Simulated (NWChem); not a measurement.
The numbers come from NWChem runs, not from measurements. System: C2H6, charge 0, spin multiplicity 1, displaced from the optimised geometry. Level: CR-CCSD(T)/cc-pVDZ, 2 core orbitals frozen, spin-restricted.

Input file:

```
start mol
memory heap 100 mb stack 700 mb global 1900 mb
geometry units angstroms nocenter noautoz noautosym
  C      0.044600    -0.762556     0.000000
  C     -0.044600     0.762556     0.000000
  H      0.580051    -1.136910     0.887969
  H      0.580051    -1.136910    -0.887969
  H     -0.955336    -1.226748     0.000000
  H     -0.580051     1.136910     0.887969
  H     -0.580051     1.136910    -0.887969
  H      1.455305     1.458844     0.000000
end
basis spherical
  * library cc-pvdz
end
scf
  rhf
  nopen 0
  maxiter 100
  thresh 1e-7
  semidirect memsize 60000000 filesize 0
end
tce
  freeze core 2
  cr-ccsd(t)
  2eorb
  2emet 13
  thresh 1e-6
  maxiter 100
  tilesize 24
end
task tce energy
```

Output (cleaned and shortened):

```
             Northwest Computational Chemistry Package (NWChem) 7.3.0
             --------------------------------------------------------

                                NWChem Input Module
                                -------------------

 Scaling coordinates for geometry "geometry" by  1.889725989
 (inverse scale =  0.529177249)

                             Geometry "geometry" -> ""
                             -------------------------

 Output coordinates in angstroms (scale by  1.889725989 to convert to a.u.)

  No.       Tag          Charge          X              Y              Z
 ---- ---------------- ---------- -------------- -------------- --------------
    1 C                    6.0000     0.04460000    -0.76255600     0.00000000
    2 C                    6.0000    -0.04460000     0.76255600     0.00000000
    3 H                    1.0000     0.58005100    -1.13691000     0.88796900
    4 H                    1.0000     0.58005100    -1.13691000    -0.88796900
    5 H                    1.0000    -0.95533600    -1.22674800     0.00000000
    6 H                    1.0000    -0.58005100     1.13691000     0.88796900
    7 H                    1.0000    -0.58005100     1.13691000    -0.88796900
    8 H                    1.0000     1.45530500     1.45884400     0.00000000

 Effective nuclear repulsion energy (a.u.)      40.6002118278

            Nuclear Dipole moment (a.u.)
            ----------------------------
        X                 Y               Z
 ---------------- ---------------- ----------------
     0.9448044128     0.4385978430     0.0000000000


 Summary of "ao basis" -> "" (spherical)
 ------------------------------------------------------------------------------
       Tag                 Description            Shells   Functions and Types
 ---------------- ------------------------------  ------  ---------------------
 *                          cc-pvdz                   on all atoms

 Summary of "ao basis" -> "ao basis" (spherical)
 ------------------------------------------------------------------------------
       Tag                 Description            Shells   Functions and Types
 ---------------- ------------------------------  ------  ---------------------
 C                          cc-pvdz                  6       14   3s2p1d
 H                          cc-pvdz                  3        5   2s1p

                                 NWChem SCF Module
                                 -----------------

  ao basis        = "ao basis"
  functions       =    58
  atoms           =     8
  closed shells   =     9
  open shells     =     0
  charge          =   0.00
  wavefunction    = RHF
  use symmetry    = F
  symmetry adapt  = F

 Summary of "ao basis" -> "ao basis" (spherical)
 ------------------------------------------------------------------------------
       Tag                 Description            Shells   Functions and Types
 ---------------- ------------------------------  ------  ---------------------
 C                          cc-pvdz                  6       14   3s2p1d
 H                          cc-pvdz                  3        5   2s1p

 Forming initial guess at       0.0s

      Superposition of Atomic Density Guess
      -------------------------------------

 Sum of atomic energies:         -78.32796623

      Non-variational initial energy
      ------------------------------

 Total energy =     -79.351103
 1-e energy   =    -183.603461
 2-e energy   =      63.652146
 HOMO         =      -0.337256
[...]
              MO Center= -2.0D-01,  3.5D-01,  4.8D-13, r^2= 6.3D+00
   Bfn.  Coefficient  Atom+Function         Bfn.  Coefficient  Atom+Function
  ----- ------------  ---------------      ----- ------------  ---------------
    17      1.766197  2 C  s                  3     -1.479558  1 C  s
    45     -1.169976  6 H  s                 50     -1.169976  7 H  s
    30      0.853159  3 H  s                 35      0.853159  4 H  s
    21     -0.574913  2 C  px                 7     -0.240521  1 C  px
    55      0.199430  8 H  s                 18     -0.165914  2 C  px

 center of mass
 --------------
 x =   0.03169032 y =   0.01471131 z =   0.00000000

 moments of inertia (a.u.)
 ------------------
          92.865151042343           0.563742453930           0.000000000000
           0.563742453930          27.242174643755           0.000000000000
           0.000000000000           0.000000000000          97.405102212378

  Mulliken analysis of the total density
  --------------------------------------

    Atom       Charge   Shell Charges
 -----------   ------   -------------------------------------------------------
    1 C    6     6.07   2.00  0.64  0.43  2.02  0.92  0.06
    2 C    6     6.15   2.00  0.65  0.54  1.87  1.02  0.06
    3 H    1     0.96   0.75  0.18  0.03
    4 H    1     0.96   0.75  0.18  0.03
    5 H    1     0.96   0.75  0.18  0.03
    6 H    1     0.94   0.74  0.16  0.03
    7 H    1     0.94   0.74  0.16  0.03
    8 H    1     1.03   0.55  0.47  0.01

       Multipole analysis of the density wrt the origin
       ------------------------------------------------

     L   x y z        total         open         nuclear
     -   - - -        -----         ----         -------
     0   0 0 0     -0.000000      0.000000     18.000000

     1   1 0 0     -0.323391      0.000000      0.944804
     1   0 1 0     -0.218101      0.000000      0.438598
     1   0 0 1     -0.000000      0.000000      0.000000

     2   2 0 0    -11.693718      0.000000     15.713705
     2   1 1 0     -0.712195      0.000000      0.889325
     2   1 0 1      0.000000      0.000000      0.000000
     2   0 2 0    -12.302511      0.000000     56.356015
     2   0 1 1     -0.000000      0.000000      0.000000
     2   0 0 2    -11.375724      0.000000     11.262979

                   NWChem Extensible Many-Electron Theory Module
                   ---------------------------------------------


            General Information
            -------------------
      Number of processors :     1
         Wavefunction type : Restricted Hartree-Fock
          No. of electrons :    18
           Alpha electrons :     9
            Beta electrons :     9
           No. of orbitals :   116
            Alpha orbitals :    58
             Beta orbitals :    58
        Alpha frozen cores :     2
         Beta frozen cores :     2
     Alpha frozen virtuals :     0
      Beta frozen virtuals :     0
         Spin multiplicity : singlet
    Number of AO functions :    58
       Number of AO shells :    30
        Use of symmetry is : off
      Symmetry adaption is : off
         Schwarz screening : 0.10D-09

          Correlation Information
          -----------------------
          Calculation type : Coupled-cluster singles & doubles w/ perturbation
   Perturbative correction : Completely renormalized (T)
            Max iterations :      100
        Residual threshold : 0.10D-05
     T(0) DIIS level shift : 0.00D+00
     L(0) DIIS level shift : 0.00D+00
     T(1) DIIS level shift : 0.00D+00
     L(1) DIIS level shift : 0.00D+00
     T(R) DIIS level shift : 0.00D+00
     T(I) DIIS level shift : 0.00D+00
   CC-T/L Amplitude update :  5-th order DIIS
                I/O scheme : Global Array Library
        L-threshold :  0.10D-05
        EOM-threshold :  0.10D-05
 no EOMCCSD initial starts read in
 TCE RESTART OPTIONS
 SLICE:      F
 D4D5:       F
 quantumc:   F
 qrotation:  F
 pwtce:      F
 qducc:      F
 nacto:                         0
 nrotv:                         0
 nrot:                          0

            Memory Information
            ------------------
          Available GA space size is     249033436 doubles
          Available MA space size is     104853868 doubles

 Maximum block size supplied by input
 Maximum block size        24 doubles

 tile_dim =     17

 -------------------------------------------------

 Global array virtual files algorithm will be used

 Parallel file system coherency ......... OK

 4-electron integrals stored in orbital form

 v2    file size   =          2220898
 4-index algorithm nr.  13 is used
 imaxsize =       30
 imaxsize ichop =        0


CCSD iterations
 ---------------------------------------------------------
 Iter          Residuum       Correlation     Cpu    Wall
 ---------------------------------------------------------
    1   0.1515943424314  -0.3087936356218     0.2     0.2
    2   0.0480627966409  -0.3379908379861     0.2     0.2
    3   0.0200473945051  -0.3458069438067     0.2     0.2
    4   0.0094321450632  -0.3483884777830     0.2     0.2
    5   0.0047241066965  -0.3494458469665     0.2     0.2
    6   0.0007659457874  -0.3503419786930     0.2     0.2
    7   0.0002974658868  -0.3503512232405     0.2     0.2
    8   0.0001518143945  -0.3503523851926     0.2     0.2
    9   0.0000773947355  -0.3503536811012     0.2     0.2
   10   0.0000428789109  -0.3503548704383     0.2     0.2
   11   0.0000070543552  -0.3503564334958     0.2     0.2
   12   0.0000025551529  -0.3503568882837     0.2     0.2
   13   0.0000011788697  -0.3503571633251     0.2     0.2
   14   0.0000005775713  -0.3503572648639     0.2     0.2
 -----------------------------------------------------------------
 Iterations converged
 CCSD correlation energy / hartree =        -0.350357264863861
 CCSD total energy / hartree       =       -79.500574028301131

 Singles contributions

 Doubles contributions
    10a   (alpha)    10a   (beta ) ---     9a   (alpha)     9a   (beta )       -0.1145001814
 CR-CCSD(T)

 CR-CCSD[T]  correction energy / hartree =        -0.008244050650687
 CR-CCSD[T] correlation energy / hartree =        -0.358601315514548
 CR-CCSD[T] total energy / hartree       =       -79.508818078951819
 CR-CCSD(T)  correction energy / hartree =        -0.007917082579155
 CR-CCSD(T) correlation energy / hartree =        -0.358274347443016
 CR-CCSD(T) total energy / hartree       =       -79.508491110880286

 Task  times  cpu:       35.7s     wall:       35.7s

 Total times  cpu:       35.7s     wall:       35.7s
```
